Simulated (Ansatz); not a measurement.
fcc Rh, treated with HSE06-D3(BJ) (plane waves, PAW; Ansatz, a program for electronic structure).

Numerical settings: plane-wave cutoff 460 eV, 14×14×14 k mesh, Fermi–Dirac smearing 0.05 eV, no spin polarisation, scalar-relativistic PAW data made under PBE.

Cell (relaxed at this level):

```xyz
1
Lattice="0.0000 1.8677 1.8677 1.8677 0.0000 1.8677 1.8677 1.8677 0.0000" Properties=species:S:1:pos:R:3 pbc="T T T"
Rh     0.0000     0.0000     0.0000
```

Task: What does this level give for the bulk modulus and pressure derivative B′ of the bulk modulus?

Result: 
* **bulk modulus**: 325 GPa
* **pressure derivative B′ of the bulk modulus**: 5.2

Measured, for comparison: bulk modulus 271 GPa (corrected for temperature and zero-point phonon effects, our sources range from 271 to 289; as tabulated in Levämäki et al. (2014), arXiv:1402.3671). Computed (rounded) less measured: bulk modulus +20 % (+12 % to +20 % over the range).

Computed values are for the static lattice.
